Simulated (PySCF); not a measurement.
# CH3ClO: the cost of one run

Programs: PySCF 2.14.0. All values are calculated, for the isolated system unless a continuum is named. Atoms count from 0, parts from 1.

### Step 1. The system as given

6 atoms, charge 0, multiplicity 1; geometry: GFN2-xTB. Parts: 1 = atoms 0–1, `Cl`, charge 0; 2 = atoms 2–5, `C=O`, charge 0.

### Step 2. Geometry optimisation at PBE0-D3(BJ)/def2-TZVPD

Job settings and geometry (Å):

```
{"job": {"xc": "PBE0", "basis": "def2-TZVPD", "d3": "d3bj", "grid": 3, "kind": "geom", "shake": 0.01}, "charge": 0, "multiplicity": 1, "parts": [{"atoms": "0-1", "charge": 0, "multiplicity": 1}, {"atoms": "2-5", "charge": 0, "multiplicity": 1}]}
Cl     0.459744    -0.193331     0.543562
H     -0.411625     0.141226    -0.391218
C     -0.684869     0.224649    -2.978714
O     -1.238597     0.454128    -1.966522
H     -1.115387     0.346228    -3.976377
H      0.375311    -0.115145    -2.966956
```

Started as:

```bash
$ OMP_NUM_THREADS=1 python cluster_run.py task.json out
```

One launch serves the whole session: the jobs run in the order shown.

**Question.** How long does this first job take on 1 thread of Arm Neoverse N1, shared host, and how much memory does it need?

About 95 s, with a peak of 0.58 GiB.
